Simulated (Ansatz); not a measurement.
This script for Ansatz 0.2.0, Python API starts 5 runs on B₂H₄S, SMILES BSB. What input does the engine get in each?

Script `b2h4s.py`:
```python
'''One bond of B2H4S held at set lengths while the rest relaxes.'''

import logging
import sys

import ansatz as az
import numpy as np

logging.basicConfig(stream=sys.stdout, format='%(name)s: %(message)s')
log = logging.getLogger('b2h4s')
log.setLevel(logging.INFO)


def main() -> None:
    molecule = (
        az.Crystal.molecule()
        .atom('B', (-1.2223, -0.1735, -0.4721))
        .atom('S', (-0.4039, -0.7185, 1.0769))
        .atom('B', (1.1956, 0.0687, 0.5379))
        .atom('H', (-1.2077, -0.802, -1.4503))
        .atom('H', (-1.8079, 0.9151, -0.5177))
        .atom('H', (1.4762, 1.1954, 0.8605))
        .atom('H', (2.0313, -0.5532, -0.0809))
    )

    calc = (
        molecule.calculation()
        .basis(gaussian='def2-SVP')
        .functional('HF')
    )
    symbols = [site.symbol for site in molecule.cartesian_sites]
    pairs = [(0, 1), (0, 3), (0, 4), (1, 2), (2, 5), (2, 6)]
    print('held (A)   E (eV)        ', '  '.join(f'{symbols[i]}{i}-{symbols[j]}{j}' for i, j in pairs))
    for length in [1.14, 1.24, 1.34, 1.48, 1.67]:
        r = calc.relax(constraints=[az.DistanceConstraint((0, 4), at=length)], force_tolerance=0.02, max_steps=60).run(threads=1, pin='off').report
        xyz = np.array(r['positions_ang'])
        print(f'{length:6.2f} {r["free_energy_ev"]:14.5f}  ', '  '.join(f'{np.linalg.norm(xyz[i] - xyz[j]):.3f}' for i, j in pairs))


if __name__ == '__main__':
    main()
```

Run 1:
```yaml
crystal:
  periodic: [false, false, false]
  atoms:
    - { symbol: B, position_ang: [-1.2223, -0.1735, -0.4721] }
    - { symbol: S, position_ang: [-0.4039, -0.7185, 1.0769] }
    - { symbol: B, position_ang: [1.1956, 0.0687, 0.5379] }
    - { symbol: H, position_ang: [-1.2077, -0.802, -1.4503] }
    - { symbol: H, position_ang: [-1.8079, 0.9151, -0.5177] }
    - { symbol: H, position_ang: [1.4762, 1.1954, 0.8605] }
    - { symbol: H, position_ang: [2.0313, -0.5532, -0.0809] }
basis:
  gaussian:
    orbitals: def2-SVP
hamiltonian:
  xc: hf
relax:
  f_tol: 0.02
  max_steps: 60
  constraints:
    - { distance: [0, 4], at: 1.14 }
```

Run 2, against run 1:
```diff
-    - { distance: [0, 4], at: 1.14 }
+    - { distance: [0, 4], at: 1.24 }
```

Run 3, against run 1:
```diff
-    - { distance: [0, 4], at: 1.14 }
+    - { distance: [0, 4], at: 1.34 }
```

Run 4, against run 1:
```diff
-    - { distance: [0, 4], at: 1.14 }
+    - { distance: [0, 4], at: 1.48 }
```

Run 5, against run 1:
```diff
-    - { distance: [0, 4], at: 1.14 }
+    - { distance: [0, 4], at: 1.67 }
```

```console
$ python b2h4s.py
held (A)   E (eV)         B0-S1  B0-H3  B0-H4  S1-B2  B2-H5  B2-H6
DeckWarning: relax.constraints: the input's atoms, or those drawn, lie off the distances that are held; a relaxation that starts there is brought onto them ahead of its first SCF, by positions alone, [...]
  1.14   -12220.10730   1.816  1.194  1.140  1.815  1.195  1.194
  1.24   -12220.12441   1.814  1.193  1.240  1.815  1.195  1.193
  1.34   -12219.93042   1.811  1.192  1.340  1.816  1.194  1.193
  1.48   -12219.46116   1.806  1.191  1.480  1.817  1.194  1.193
  1.67   -12218.66690   1.798  1.189  1.670  1.820  1.194  1.193
```
(Warnings from the package without file and line, shortened, repeats left out.)

What to keep in mind:
- Total energies depend on the basis set; only differences at equal settings carry meaning.
- The energies are electronic: no zero-point or thermal terms, and the basis set is short of its limit.
- The whole script took 40 s on 1 thread of Arm Neoverse V2 (shared host), peak memory 0.19 GiB.
